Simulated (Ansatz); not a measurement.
Reaction (isomerisation): `C1[SiH2]S1` → `C[Si]S`

Gas-phase electronic energies from Ansatz, PBE0-D4/def2-TZVP geometries. CCSD(T)/CBS is the MP2 limit (def2-TZVPP, def2-QZVPP) plus CCSD(T) − MP2 in def2-TZVPP, frozen cores. DFT in def2-TZVPP. B3LYP here is the variant with VWN-RPA as its local correlation; programs differ in this. One conformer a species, not always the lowest.

```tsv
level	ΔE (kcal/mol)
B3LYP-D4	-3.7
PBE-QIDH	1.5
```

Task: What does CCSD(T)/CBS give? (Estimate.)

Result: Ansatz gave: -1.1 kcal/mol. The listed levels differ from it by -2.6, 2.6 kcal/mol.

Task: What do rigid-rotor, harmonic-oscillator terms from PBE0-D4/def2-TZVP frequencies (298.15 K, 1 bar) make of the CCSD(T)/CBS value? (Best estimate.)

Result: Computed: ΔZPE = +0.6 kcal/mol, ΔH = +0.2 kcal/mol, ΔS = 27 J/(mol·K), ΔG = -1.7 kcal/mol.

Largest T1 diagnostic among the species: 0.014.

Leaving LDA and LC-ωPBE aside and taking each functional with its dispersion term where it has one, the values, not all of them listed here, spread over 6.8 kcal/mol, from BLYP-D4 to PBE-QIDH. LDA lies +1.1 kcal/mol from PBE without D4. At CCSD(T), def2-SVP lies −3.8 kcal/mol from the extrapolated value and def2-TZVPP −0.8 kcal/mol. From BLYP to BHLYP (50 % exact exchange), in def2-TZVPP and without D4, ΔE moves by +2.9 kcal/mol.
